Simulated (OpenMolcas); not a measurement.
# BF2 (SMILES F[B]F): a chain of runs

We compute a single-point energy (ROHF/STO-3G), then the energy (CASSCF(3,3)/STO-3G), then the energy (CASPT2(3,3)/STO-3G), then a single-point energy (SC-NEVPT2(3,3)/STO-3G), then the energy (MRCI(3,3)/STO-3G) of BF2. 

The calculation is run with OpenMolcas 26.06.

## 1. The structure to begin with

The species is BF2 (3 atoms), meant as a doublet with charge 0. As SMILES, `F[B]F`. The F1–B2 distance was set to 3.265 Å, away from the relaxed value. At this shape a bond of the SMILES string is far longer than usual.

Bond lengths: B2–F3 1.306 Å.

## 2. A single-point energy at ROHF/STO-3G (run 1)

Input file struct.xyz:

```xyz
3

F      0.864247    -2.971483     0.128050
B      0.279000     0.240500     0.181300
F     -0.802900     0.738900    -0.354600
```

Input file step1.inp:

```
* BF2 Hartree-Fock

&gateway
 baslib=$CurrDir
 coord=struct.xyz
 basis=STO-3G
 group=NoSym

&seward

&scf
 uhf
 spin=2
 scramble=0.25
 prorbitals=1 1

&rasscf
 fileorb=$Project.UnaOrb
 spin=2
 nactel=1 0 0
 inactive=11
 ras2=1
 outorbitals=Canonical
 orblisting=Nothing
```

The basis set STO-3G is read from a file made from the Basis Set Exchange's data (not shown).

The run is started by

```
$ export MOLCAS_MEM=1860
$ pymolcas step1.inp > step1.log
```

What it wrote (excerpt; [...] marks lines left out):

```text
--- Start Module: gateway ---
[...]
--- Stop Module: gateway /rc=_RC_ALL_IS_WELL_ ---
[...]
      Basis functions           15
[...]
--- Start Module: scf ---
[...]
       Convergence after  35 Iterations
[...]
::    Total SCF energy                               -220.3382141004
[...]
      Total spin, S                                     0.5003313830
[...]
--- Stop Module: scf /rc=_RC_ALL_IS_WELL_ ---
[...]
--- Start Module: rasscf ---
[...]
      Number of active orbitals                  1
[...]
      Spin quantum number                      0.5
[...]
      Active orbitals                            1
[...]
      Number of CSFs                             1
[...]
      Number of root(s) required                 1
[...]
      Convergence after  4 iterations
[...]
      printout of CI-coefficients larger than  0.05 for root  1
      energy=    -220.338213
      conf/sym  1     Coeff  Weight
             1  u   1.00000 1.00000
      Natural orbitals and occupation numbers for root  1
      sym 1:   1.000000
      ************************************************************************************************************************
      *                                                    Final results                                                     *
[...]
::    RASSCF root number  1 Total energy:   -220.33821265
[...]
      Total electronic charge=   23.000000
      Total            charge=   -0.000000
[...]
      Dipole Moment (debye):
      Origin of the operator (angstrom)=    0.0865   -0.8115   -0.0471
                   X= -7.6592E-01               Y=  3.4637E-01               Z= -3.7987E-01           Total=  9.2245E-01
      Quadrupole Moment (debye*angstrom):
[...]
--- Stop Module: rasscf /rc=_RC_ALL_IS_WELL_ ---
[...]
```

It took 4.8 s on 1 thread of AMD EPYC 7R43 (Zen 3), shared host; peak memory 0.37 GiB.

## 3. A single-point energy at CASSCF(3,3)/STO-3G (run 2)

struct.xyz is that of step 2.

Input file step2.input:

```
>>> EXPORT MOLCAS_PRINT=2
&GATEWAY
BasLib=$CurrDir
Coord=struct.xyz
Basis=STO-3G
Group=NoSym
&SEWARD
&RASSCF
FileOrb=$CurrDir/step1.RasOrb
Spin=2
Nactel=3 0 0
Inactive=10
Ras2=3
OrbListing=Nothing
OrbAppear=Compact
```

The basis set STO-3G is read from a file made from the Basis Set Exchange's data (not shown).

The run is started by

```
$ export MOLCAS_MEM=1860
$ pymolcas step2.input > step2.log
```

What it wrote (excerpt; [...] marks lines left out):

```text
--- Start Module: gateway ---
[...]
--- Stop Module: gateway /rc=_RC_ALL_IS_WELL_ ---
--- Start Module: seward ---
[...]
      Basis functions           15
--- Stop Module: seward /rc=_RC_ALL_IS_WELL_ ---
[...]
--- Start Module: rasscf ---
[...]
      Number of active orbitals                  3
[...]
      Spin quantum number                      0.5
[...]
      Active orbitals                            3
[...]
      Number of CSFs                             8
[...]
      Number of root(s) required                 1
[...]
      Convergence after 10 iterations
[...]
      printout of CI-coefficients larger than  0.05 for root  1
      energy=    -220.354521
      conf/sym  111     Coeff  Weight
             1  2u0   0.98528 0.97077
             8  0u2   0.17094 0.02922
      Natural orbitals and occupation numbers for root  1
      sym 1:   1.941554   0.999994   0.058452
      ************************************************************************************************************************
      *                                                    Final results                                                     *
[...]
::    RASSCF root number  1 Total energy:   -220.35452088
[...]
      Total electronic charge=   23.000000
      Total            charge=   -0.000000
[...]
      Dipole Moment (debye):
      Origin of the operator (angstrom)=    0.0865   -0.8115   -0.0471
                   X= -6.1697E-01               Y=  2.7795E-01               Z= -3.0607E-01           Total=  7.4269E-01
      Quadrupole Moment (debye*angstrom):
[...]
--- Stop Module: rasscf /rc=_RC_ALL_IS_WELL_ ---
[...]
```

Run time: 3.3 s. Hardware: 1 thread of AMD EPYC 7R43 (Zen 3), shared host; peak memory 0.37 GiB.

## 4. A single-point energy at CASPT2(3,3)/STO-3G (run 3)

struct.xyz is that of step 3.

Input file step3.input:

```
* BF2 CASPT2
>>> EXPORT MOLCAS_PRINT=2

&gateway
 baslib=$CurrDir
 coord=struct.xyz
 basis=STO-3G
 group=NoSym

&seward

&rasscf
 fileorb=$CurrDir/step2.RasOrb
 spin=2
 nactel=3 0 0
 inactive=10
 ras2=3
 orblisting=Nothing
 orbappear=Compact

&caspt2
 imaginary=0.1
 frozen=3
```

The basis set STO-3G is read from a file made from the Basis Set Exchange's data (not shown).

The run is started by

```
$ export MOLCAS_MEM=1860
$ pymolcas step3.input > step3.log
```

What it wrote (excerpt; [...] marks lines left out):

```text
--- Start Module: gateway ---
[...]
--- Stop Module: gateway /rc=_RC_ALL_IS_WELL_ ---
[...]
      Basis functions           15
[...]
--- Start Module: rasscf ---
[...]
      Number of active orbitals                  3
[...]
      Spin quantum number                      0.5
[...]
      Active orbitals                            3
[...]
      Number of CSFs                             8
[...]
      Number of root(s) required                 1
[...]
      Convergence after  4 iterations
[...]
      printout of CI-coefficients larger than  0.05 for root  1
      energy=    -220.354521
      conf/sym  111     Coeff  Weight
             1  2u0   0.98528 0.97077
             8  0u2   0.17094 0.02922
      Natural orbitals and occupation numbers for root  1
      sym 1:   1.941554   0.999994   0.058451
      ************************************************************************************************************************
      *                                                    Final results                                                     *
[...]
::    RASSCF root number  1 Total energy:   -220.35452089
[...]
      Total electronic charge=   23.000000
      Total            charge=   -0.000000
[...]
      Dipole Moment (debye):
      Origin of the operator (angstrom)=    0.0865   -0.8115   -0.0471
                   X= -6.1695E-01               Y=  2.7793E-01               Z= -3.0606E-01           Total=  7.4266E-01
      Quadrupole Moment (debye*angstrom):
[...]
--- Stop Module: rasscf /rc=_RC_ALL_IS_WELL_ ---
--- Start Module: caspt2 ---
[...]
 ###    WARNING: User changed nr of frozen orbitals.                         ###
 ###############################################################################
[...]
      E2 (Variational):          -0.0537164494
      Total energy:            -220.4082373387
[...]
      Reference weight:           0.97398
[...]
::    CASPT2 Root  1     Total energy:   -220.40823734
[...]
--- Stop Module: caspt2 /rc=_RC_ALL_IS_WELL_ ---
[...]
```

It took 3 s on 1 thread of AMD EPYC 7R43 (Zen 3), shared host; peak memory 0.37 GiB.

## 5. A single-point energy at SC-NEVPT2(3,3)/STO-3G (run 4)

struct.xyz is that of step 4.

Input file step4.input:

```
* BF2 NEVPT2

&GATEWAY
  BasLib=$CurrDir
  Coord=struct.xyz
  Basis=STO-3G
  Group=NoSym

&SEWARD

&RASSCF
  FileOrb=$CurrDir/step2.RasOrb
  Spin=2
  Nactel=3 0 0
  Inactive=10
  Ras2=3
  OrbListing=Nothing
  OrbAppear=Compact

&CASPT2
  SC-NEVPT2
  Frozen=3
```

The basis set STO-3G is read from a file made from the Basis Set Exchange's data (not shown).

The run is started by

```
$ export MOLCAS_MEM=1860
$ pymolcas step4.input > step4.log
```

What it wrote (excerpt; [...] marks lines left out):

```text
--- Start Module: gateway ---
[...]
--- Stop Module: gateway /rc=_RC_ALL_IS_WELL_ ---
[...]
      Basis functions           15
[...]
--- Start Module: rasscf ---
[...]
      Number of active orbitals                  3
[...]
      Spin quantum number                      0.5
[...]
      Active orbitals                            3
[...]
      Number of CSFs                             8
[...]
      Number of root(s) required                 1
[...]
      Convergence after  4 iterations
[...]
      printout of CI-coefficients larger than  0.05 for root  1
      energy=    -220.354521
      conf/sym  111     Coeff  Weight
             1  2u0   0.98528 0.97077
             8  0u2   0.17094 0.02922
      Natural orbitals and occupation numbers for root  1
      sym 1:   1.941554   0.999994   0.058451
      ************************************************************************************************************************
      *                                                    Final results                                                     *
[...]
::    RASSCF root number  1 Total energy:   -220.35452089
[...]
      Total electronic charge=   23.000000
      Total            charge=   -0.000000
[...]
      Dipole Moment (debye):
      Origin of the operator (angstrom)=    0.0865   -0.8115   -0.0471
                   X= -6.1695E-01               Y=  2.7793E-01               Z= -3.0606E-01           Total=  7.4266E-01
      Quadrupole Moment (debye*angstrom):
[...]
--- Stop Module: rasscf /rc=_RC_ALL_IS_WELL_ ---
--- Start Module: caspt2 ---
[...]
 ###    WARNING: User changed nr of frozen orbitals.                         ###
 ###############################################################################
[...]
      E2 (Variational):          -0.0501917367
[...]
      E2 (Variational):          -0.0501874601
      Total energy:            -220.4047083494
[...]
      Reference weight:           0.97750
[...]
::    SC-NEVPT2 Root  1     Total energy:   -220.40470835
[...]
--- Stop Module: caspt2 /rc=_RC_ALL_IS_WELL_ ---
[...]
```

It took 3 s on 1 thread of AMD EPYC 7R43 (Zen 3), shared host; peak memory 0.37 GiB.

## 6. The energy at MRCI(3,3)/STO-3G (run 5)

struct.xyz is that of step 5.

Input file step5.input:

```
* BF2 MRCI
>>> EXPORT MOLCAS_PRINT=2
&GATEWAY
BasLib=$CurrDir
Coord=struct.xyz
Basis=STO-3G
Group=NoSym
&SEWARD
&RASSCF
FileOrb=$CurrDir/step2.RasOrb
Spin=2
Nactel=3 0 0
Inactive=10
Ras2=3
OrbListing=Nothing
OrbAppear=Compact
&MOTRA
LumOrb
Frozen=3
&GUGA
Electrons=17
Spin=2
Inactive=7
Active=3
CIAll=1
&MRCI
SDCI
```

The basis set STO-3G is read from a file made from the Basis Set Exchange's data (not shown).

The run is started by

```
$ export MOLCAS_MEM=1860
$ pymolcas step5.input > step5.log
```

What it wrote (excerpt; [...] marks lines left out):

```text
--- Start Module: gateway ---
[...]
--- Stop Module: gateway /rc=_RC_ALL_IS_WELL_ ---
[...]
      Basis functions           15
[...]
      Number of active orbitals                  3
[...]
      Spin quantum number                      0.5
[...]
      Active orbitals                            3
[...]
      Number of CSFs                             8
[...]
      Number of root(s) required                 1
[...]
      Convergence after  4 iterations
[...]
      printout of CI-coefficients larger than  0.05 for root  1
      energy=    -220.354521
      conf/sym  111     Coeff  Weight
             1  2u0   0.98528 0.97077
             8  0u2   0.17094 0.02922
      Natural orbitals and occupation numbers for root  1
      sym 1:   1.941554   0.999994   0.058451
      ************************************************************************************************************************
      *                                                    Final results                                                     *
[...]
::    RASSCF root number  1 Total energy:   -220.35452089
[...]
      Dipole Moment (debye):
      Origin of the operator (angstrom)=    0.0865   -0.8115   -0.0471
                   X= -6.1695E-01               Y=  2.7793E-01               Z= -3.0606E-01           Total=  7.4266E-01
      Quadrupole Moment (debye*angstrom):
[...]
      *** WARNING: Default frozen orbitals is overwritten by user input.
      *** Default values:   3
[...]
--- Start Module: guga ---
[...]
--- Stop Module: guga /rc=_RC_ALL_IS_WELL_ ---
--- Start Module: mrci ---
[...]
       (But an ACPF correction will be computed)
       USE THE DEFAULT ACPF G-VALUE GFAC=  0.11764705882352941
[...]
                      CI ENERGY:  -220.41951271
[...]
                ACPF CORRECTION:    -0.00337581
[...]
      Total electronic charge=   23.000000
      Total            charge=   -0.000000
[...]
     ACPF CORRECTION:     -0.00337581
[...]
  CI State   1     Total energy:   -220.41951271     QDav:     -0.00385260     QACPF:     -0.00337581
[...]
--- Stop Module: mrci /rc=_RC_ALL_IS_WELL_ ---
[...]
```

Run time: 3.9 s. Hardware: 1 thread of AMD EPYC 7R43 (Zen 3), shared host; peak memory 0.37 GiB.

## 7. Results

```
                                                    quantity          value
                            run 1, ROHF/STO-3G: total energy  -220.33821 Eh
                           run 1, ROHF/STO-3G: dipole moment         0.92 D
                     run 2, CASSCF(3,3)/STO-3G: total energy  -220.35452 Eh
   run 2, CASSCF(3,3)/STO-3G: dipole moment (CASSCF density)         0.74 D
                     run 3, CASPT2(3,3)/STO-3G: total energy  -220.40824 Eh
   run 3, CASPT2(3,3)/STO-3G: dipole moment (CASSCF density)         0.74 D
                  run 4, SC-NEVPT2(3,3)/STO-3G: total energy  -220.40471 Eh
run 4, SC-NEVPT2(3,3)/STO-3G: dipole moment (CASSCF density)         0.74 D
                       run 5, MRCI(3,3)/STO-3G: total energy  -220.41951 Eh
     run 5, MRCI(3,3)/STO-3G: dipole moment (CASSCF density)         0.74 D
```

Mulliken charges (run 2, CASSCF(3,3)/STO-3G) run from -0.19 on F3 to +0.19 on B2. Mulliken charges (run 3, CASPT2(3,3)/STO-3G) of the CASSCF density run from -0.19 on F3 to +0.19 on B2; they depend strongly on the basis. Mulliken charges (run 4, SC-NEVPT2(3,3)/STO-3G) of the CASSCF density run from -0.19 on F3 to +0.19 on B2; they depend strongly on the basis. Mulliken charges (run 5, MRCI(3,3)/STO-3G) of the CASSCF density run from -0.19 on F3 to +0.19 on B2.
